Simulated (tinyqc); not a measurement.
UKS/LDA (VWN5) in the sto-6g basis, for OH+, spin multiplicity 3, step by step. One step of it, computed by the program tinyqc.

Question. Iteration 2: building the Kohn-Sham matrix. J_ij = sum D_kl (ij|kl) with D = D(alpha) + D(beta); F = H + J + V_xc; E = tr D H + tr D J / 2 + E_xc + E_nn.

D(alpha) after iteration 1, order 1O 1s, 1O 2s, 1O 2px, 1O 2py, 1O 2pz, 2H 1s:
$$\begin{pmatrix}
1.056014 & -0.241908 & -0.000350 & -0.000618 & 0.006667 & -0.006557 \\
-0.241908 & 1.044534 & 0.002065 & 0.003648 & -0.037862 & 0.029395 \\
-0.000350 & 0.002065 & 0.999899 & -0.000179 & 0.003283 & -0.010204 \\
-0.000618 & 0.003648 & -0.000179 & 0.999684 & 0.005799 & -0.018028 \\
0.006667 & -0.037862 & 0.003283 & 0.005799 & 0.921595 & 0.158756 \\
-0.006557 & 0.029395 & -0.010204 & -0.018028 & 0.158756 & 0.029070
\end{pmatrix}$$

D(beta) after iteration 1, order 1O 1s, 1O 2s, 1O 2px, 1O 2py, 1O 2pz, 2H 1s:
$$\begin{pmatrix}
1.055616 & -0.240420 & -0.011762 & -0.014842 & 0.015610 & -0.004074 \\
-0.240420 & 1.039623 & 0.048082 & 0.063663 & -0.077252 & 0.013162 \\
-0.011762 & 0.048082 & 0.024560 & 0.055670 & 0.125749 & 0.032265 \\
-0.014842 & 0.063663 & 0.055670 & 0.128359 & 0.300537 & 0.075531 \\
0.015610 & -0.077252 & 0.125749 & 0.300537 & 0.754482 & 0.182305 \\
-0.004074 & 0.013162 & 0.032265 & 0.075531 & 0.182305 & 0.045032
\end{pmatrix}$$

core Hamiltonian H = T + V (hartree), order 1O 1s, 1O 2s, 1O 2px, 1O 2py, 1O 2pz, 2H 1s:
$$\begin{pmatrix}
-32.257569 & -7.122763 & 0.000000 & 0.000000 & -0.005727 & -0.370573 \\
-7.122763 & -8.484117 & 0.000000 & 0.000000 & -0.068265 & -1.025495 \\
0.000000 & 0.000000 & -6.784779 & 0.000000 & 0.000000 & 0.000000 \\
0.000000 & 0.000000 & 0.000000 & -6.784779 & 0.000000 & 0.000000 \\
-0.005727 & -0.068265 & 0.000000 & 0.000000 & -6.815526 & -0.860149 \\
-0.370573 & -1.025495 & 0.000000 & 0.000000 & -0.860149 & -3.076362
\end{pmatrix}$$

Two-electron integrals (ij|kl) in chemists' order, unique and non-zero (hartree):
```
(11|11) 4.787491   (21|11) 0.675884   (21|21) 0.121505   (22|11) 1.117379
(22|21) 0.249212   (22|22) 0.817383   (31|31) 0.025762   (32|31) 0.039145
(32|32) 0.180664   (33|11) 1.117381   (33|21) 0.249212   (33|22) 0.817382
(33|33) 0.880663   (41|41) 0.025762   (42|41) 0.039145   (42|42) 0.180664
(43|43) 0.047461   (44|11) 1.117381   (44|21) 0.249212   (44|22) 0.817382
(44|33) 0.785741   (44|44) 0.880663   (51|51) 0.025762   (52|51) 0.039145
(52|52) 0.180664   (53|53) 0.047461   (54|54) 0.047461   (55|11) 1.117381
(55|21) 0.249212   (55|22) 0.817382   (55|33) 0.785741   (55|44) 0.785741
(55|55) 0.880663   (61|11) 0.036998   (61|21) 0.006388   (61|22) 0.012859
(61|33) 0.012833   (61|44) 0.012833   (61|51) 0.000313   (61|52) 0.000620
(61|55) 0.012909   (61|61) 0.000342   (62|11) 0.114778   (62|21) 0.026080
(62|22) 0.098052   (62|33) 0.096350   (62|44) 0.096350   (62|51) 0.002080
(62|52) 0.016885   (62|55) 0.101456   (62|61) 0.001385   (62|62) 0.016528
(63|31) 0.002542   (63|32) 0.015391   (63|53) 0.003299   (63|63) 0.002021
(64|41) 0.002542   (64|42) 0.015391   (64|54) 0.003299   (64|64) 0.002021
(65|11) 0.095267   (65|21) 0.021904   (65|22) 0.087524   (65|33) 0.084018
(65|44) 0.084018   (65|51) 0.003952   (65|52) 0.028622   (65|55) 0.094535
(65|61) 0.001202   (65|62) 0.017877   (65|65) 0.021035   (66|11) 0.325632
(66|21) 0.075243   (66|22) 0.323858   (66|33) 0.314946   (66|44) 0.314946
(66|51) 0.005602   (66|52) 0.064911   (66|55) 0.341682   (66|61) 0.003996
(66|62) 0.078672   (66|65) 0.096014   (66|66) 0.774999
```

nuclear repulsion = 2.61160869 hartree

V_xc(alpha) (hartree), order 1O 1s, 1O 2s, 1O 2px, 1O 2py, 1O 2pz, 2H 1s:
$$\begin{pmatrix}
-2.946561 & -0.378476 & -0.000112 & -0.000167 & 0.000559 & -0.021345 \\
-0.378476 & -0.818768 & -0.001042 & -0.001509 & 0.002096 & -0.084456 \\
-0.000112 & -0.001042 & -0.816661 & -0.000482 & -0.001394 & -0.000199 \\
-0.000167 & -0.001509 & -0.000482 & -0.817594 & -0.003200 & -0.000389 \\
0.000559 & 0.002096 & -0.001394 & -0.003200 & -0.821415 & -0.070997 \\
-0.021345 & -0.084456 & -0.000199 & -0.000389 & -0.070997 & -0.229185
\end{pmatrix}$$

V_xc(beta) (hartree), order 1O 1s, 1O 2s, 1O 2px, 1O 2py, 1O 2pz, 2H 1s:
$$\begin{pmatrix}
-2.908263 & -0.352973 & -0.001191 & -0.001690 & 0.001515 & -0.020122 \\
-0.352973 & -0.688494 & -0.009666 & -0.013479 & 0.009123 & -0.074257 \\
-0.001191 & -0.009666 & -0.660062 & -0.005212 & -0.012672 & -0.001525 \\
-0.001690 & -0.013479 & -0.005212 & -0.670056 & -0.030078 & -0.002914 \\
0.001515 & 0.009123 & -0.012672 & -0.030078 & -0.735100 & -0.065533 \\
-0.020122 & -0.074257 & -0.001525 & -0.002914 & -0.065533 & -0.236378
\end{pmatrix}$$

E_xc = sum of w rho eps_xc = -7.99616339 hartree

Give: Coulomb J; F(alpha); F(beta); total energy of this density.

Answer.

Coulomb J (hartree), order 1O 1s, 1O 2s, 1O 2px, 1O 2py, 1O 2pz, 2H 1s:
$$\begin{pmatrix}
16.162 & 2.806 & 0.003 & 0.005 & -0.005 & 0.149 \\
2.806 & 7.044 & 0.018 & 0.025 & -0.014 & 0.815 \\
0.003 & 0.018 & 7.017 & 0.005 & 0.012 & 0.002 \\
0.005 & 0.025 & 0.005 & 7.027 & 0.029 & 0.004 \\
-0.005 & -0.014 & 0.012 & 0.029 & 7.088 & 0.718 \\
0.149 & 0.815 & 0.002 & 0.004 & 0.718 & 2.655
\end{pmatrix}$$

F(alpha) (hartree), order 1O 1s, 1O 2s, 1O 2px, 1O 2py, 1O 2pz, 2H 1s:
$$\begin{pmatrix}
-19.042 & -4.695 & 0.003 & 0.005 & -0.010 & -0.243 \\
-4.695 & -2.259 & 0.017 & 0.023 & -0.080 & -0.295 \\
0.003 & 0.017 & -0.585 & 0.005 & 0.011 & 0.002 \\
0.005 & 0.023 & 0.005 & -0.576 & 0.026 & 0.004 \\
-0.010 & -0.080 & 0.011 & 0.026 & -0.549 & -0.213 \\
-0.243 & -0.295 & 0.002 & 0.004 & -0.213 & -0.650
\end{pmatrix}$$

F(beta) (hartree), order 1O 1s, 1O 2s, 1O 2px, 1O 2py, 1O 2pz, 2H 1s:
$$\begin{pmatrix}
-19.004 & -4.670 & 0.002 & 0.003 & -0.009 & -0.242 \\
-4.670 & -2.129 & 0.008 & 0.011 & -0.073 & -0.285 \\
0.002 & 0.008 & -0.428 & 0.000 & 0.000 & 0.001 \\
0.003 & 0.011 & 0.000 & -0.428 & -0.001 & 0.001 \\
-0.009 & -0.073 & 0.000 & -0.001 & -0.462 & -0.207 \\
-0.242 & -0.285 & 0.001 & 0.001 & -0.207 & -0.657
\end{pmatrix}$$

total energy of this density = -74.27781 hartree
